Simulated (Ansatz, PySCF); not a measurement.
CH4O (SMILES CO) with H2O (SMILES O) on the geometries of the S66x8 set, where R/Re scales the closest contact. Geometry at R/Re = 1.00 (charge 0, multiplicity 1):
```xyz
9

O     -0.9509     0.4425    -0.0034
H      0.0134     0.4100    -0.0030
C     -1.4123    -0.8930     0.0049
H     -2.4986    -0.8616     0.0040
H     -1.0903    -1.4524    -0.8766
H     -1.0914    -1.4411     0.8939
O      1.9975     0.3449    -0.0009
H      2.4367     0.7331    -0.7608
H      2.4354     0.7475     0.7522
```

Interaction energies with rigid monomers; basis-set methods are counterpoise corrected unless marked otherwise.

Rows in 3-21G, STO-3G carry no dispersion term and start afresh at each structure.

Run with Ansatz (Gaussian basis) for Hartree–Fock, density functionals and correlated methods; PySCF for 3-21G rows, STO-3G rows, the dispersion terms. 

```
R/Re  HF/STO-3G (no counterpoise) (meV)  HF/3-21G (no counterpoise) (meV)  r2SCAN/def2-TZVPPD (meV)  PBE0-D4/def2-TZVPPD (meV)  wB97M-V/def2-TZVPPD (meV)
----  ---------------------------------  --------------------------------  ------------------------  -------------------------  -------------------------
0.90                             -285.4                            -478.7                    -205.6                     -217.5                          ?
1.00                             -236.0                            -455.6                    -217.1                     -227.8                     -216.8
1.10                             -177.1                            -398.4                         ?                     -206.2                     -198.5
1.25                             -111.2                            -294.9                    -150.7                     -161.0                     -154.8
1.50                              -57.9                            -150.0                     -90.6                      -99.2                      -95.2
2.00                              -25.0                             -50.6                     -36.8                      -40.0                      -39.9
```

Q: Some entries are withheld; supply them.

A: 
- 0.90, wB97M-V/def2-TZVPPD (meV): -198.8
- 1.10, r2SCAN/def2-TZVPPD (meV): -195.9

Ansatz is a first-principles code.
